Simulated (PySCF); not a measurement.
# Ne: ionisation energy

Ne [Ne] → Ne⁺ [He] 2s2 2p5 [2p1/2^2 2p3/2^3, M_J = 3/2], as a difference of total energies. Computed with PySCF 2.14 in an even-tempered Gaussian basis (22 s from 0.019 bohr⁻², ratio 2.4; 14 p from 0.025 bohr⁻², ratio 2.4; 6 d from 1.5 bohr⁻², ratio 2.6; 5 f from 2.3 bohr⁻², ratio 2.6), with the two-component X2C-1e Hamiltonian. Correlated levels: nothing frozen; the 30 highest virtual spinors dropped. "Screened" scales the spin-orbit matrix elements by Boettger's factors to mimic the two-electron term; Breit and QED terms are absent.

```
                    method  ionisation energy (eV)
 GHF (screened spin-orbit)                  19.719
GMP2 (screened spin-orbit)                  21.486
```

How much does correlation contribute at GMP2 (screened spin-orbit)?

21.486 − (19.719) = 1.767 eV, measured against GHF (screened spin-orbit).

For comparison: 21.565 eV (measured; NIST Atomic Spectra Database, ionization energies).
